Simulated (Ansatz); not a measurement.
**Bromine (solid Br2 (Cmce)): adding exact exchange**

Ansatz, plane waves with scalar-relativistic PAW, all at the PBE geometry (a = 8.586 Å, b = 4.269 Å, c = 8.733 Å) on a 4×4×2 mesh, smearing 0.1 eV.

| functional | gap on the mesh (eV) | rough cost against PBE |
| --- | --- | --- |
| PBE | 1.35 | 1× |
| HSE06 | 2.50 | 24× |
| PBE0 | 3.21 | 12× |

A gap read on a coarse mesh may be too large.
